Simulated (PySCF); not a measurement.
Species: C6H10.
SMILES: `CC1=C(C)CC1`

Computed with PySCF, TDDFT PBE0/def2-SVPD, vertical, gas phase, core orbitals frozen in the response. Geometry: GFN2-xTB; no solvent, vibrations or thermal averaging.

Each state is given a Gaussian of 0.3 eV full width at half maximum, with ε(max) = 2.175×10⁸ f / Δν̃ (Δν̃ the width in cm⁻¹). The width is an assumption, not a result. The curve ends short of the highest state used, and states not computed would add to its high-energy end.

λ (nm), ε (L mol⁻¹ cm⁻¹) and a bar:
```
    174.2      31032 #########################
    175.8      37216 ##############################
    177.3      35114 ############################
    178.9      26255 #####################
    180.5      15756 #############
    182.1       7724 ######
    183.7       3154 ###
    185.3       1096 #
    186.9        332 
    188.5         89 
    190.1         22 
    191.7          8 
    193.3         12 
    194.9         30 
    196.5         69 
    198.1        133 
    199.7        217 
    201.3        301 
    202.8        357 
    204.4        372 
    206.0        337 
    207.6        268 
    209.2        188 
    210.8        117 
    212.4         65 
    214.0         32 
    215.6         14 
    217.2          6 
    218.8          2 
    220.4          1
```

Q: Locate the maxima and give the states behind the curve.

A: 204 nm (6.08 eV), ε about 370, made up of S1 (100%); 176 nm (7.04 eV), ε about 37000, made up of S4 (99%) (ε in L mol⁻¹ cm⁻¹; maxima over ε = 5, shares over 10%). The states used: S1 6.08 eV (f 0.0042); S2 6.73 eV (f 0.0000); S3 6.89 eV (f 0.0095); S4 7.04 eV (f 0.411); S5 7.57 eV (f 0.011); S6 7.72 eV (f 0.0001).

Q: Coming from long wavelengths, where does ε first pass 100 L mol⁻¹ cm⁻¹?

A: At about 211 nm (5.87 eV), 0.21 eV below S1.

Q: Does any computed singlet lie in the visible range?

A: No computed singlet lies in the visible range (380 to 750 nm); the lowest, at 204 nm, stands 2.81 eV above its violet end (3.26 eV).

Q: What would ε be at 7.04 eV, the highest of these maxima, with half the width (0.15 eV)?

A: About 74100 L mol⁻¹ cm⁻¹ against 37400, a factor of about 1.98; a lone state at its own centre would give exactly 2.
